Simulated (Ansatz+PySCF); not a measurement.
## triplet S2: levels of theory in one basis

```yaml
atoms:
  - { symbol: S, position_ang: [0.0108, -0.0184, -0.9068] }
  - { symbol: S, position_ang: [-0.0294, -0.0252, 0.9204] }
```

Basis set: def2-SVP (spherical functions). Correlated methods keep 10 orbitals frozen. Correlation on ROHF uses semicanonical orbitals with singles. Charge 0, multiplicity 3.

Computed with Ansatz (development build ahead of 0.2.0); each method stands on the lowest determinant of its kind that the runs found. NEVPT2 correlates all electrons. Active spaces start from the frontier orbitals, and the lowest solution found is given.

| method | E − E(ROHF) (eV) | <S²> of the determinant |
| --- | --- | --- |
| ROHF | 0.00 | 2.00 |
| UHF | -0.27 | 2.03 |
| ROHF-MP2 | -6.71 | – |
| ROHF-CCSD | -7.16 | – |
| UHF-CCSD | -7.18 | 2.03 |
| ROHF-CCSD(T) | -7.43 | – |
| UHF-CCSD(T) | -7.43 | 2.03 |
| CASSCF(12,8) | -1.17 | – |
| SC-NEVPT2(12,8) | -6.66 | – |

**Question.** What does UHF-MP2 give on the same scale?

**Answer.** -6.56 eV.

**Question.** Is a single determinant a sound starting point here?

**Answer.** By this sign, yes. Unrestricted orbitals gain 0.27 eV and <S²> is 2.03 against 2.00 for a pure state. The CASSCF(12,8) natural occupations are 2.00, 2.00, 1.97, 1.97, 1.97, 1.03, 1.03, 0.03.
